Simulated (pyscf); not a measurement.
HN=SiH₂ (SMILES N=[SiH2]) + HF (SMILES F) → HN=SiH–F (SMILES N=[SiH]F) + H₂ (SMILES [H][H]), a four-centre exchange (singlet surface; H–Si, F–H broken, F–Si, H–H formed). Structures and frequencies: ωB97X-D3(BJ)/def2-SVP in PySCF. Energies in kcal/mol from the separated reactants.

AM1 to PM7: differences of heats of formation from MOPAC, which are fitted to 298 K values and so differ in kind from electronic energies by zero-point and thermal terms. 

Question: In single points AM1 puts the saddle at 53.5 kcal/mol and the reaction energy at -33.1 kcal/mol. Should these be trusted to within a few kcal/mol? Compare with ωB97M-D3(BJ)/def2-TZVP.

Answer: ωB97M-D3(BJ)/def2-TZVP gives ΔE‡ = 12.1 kcal/mol and ΔE = -31.7 kcal/mol. AM1 lies 41.4 kcal/mol over it in the barrier and 1.3 kcal/mol under it in the reaction energy, so on this step it does not hold to within 3.0 kcal/mol. ωB97M-D3(BJ)/def2-TZVP has limits of its own. On the reactant side the descent ends in a bound adduct (not fully relaxed), 9.4 kcal/mol under the separated species and 21.7 kcal/mol under the saddle at ωB97X-D3(BJ)/def2-TZVP. HN=SiH₂ lies 18.2 kcal/mol over its isomer H₂N–SiH: [singlet] (electronic energy, ωB97M-D3(BJ)/def2-TZVP). HN=SiH–F lies 25.8 kcal/mol over its isomer H₂N–Si:–F [singlet] (electronic energy, ωB97M-D3(BJ)/def2-TZVP). One saddle was located; it need not be the lowest between these sides.
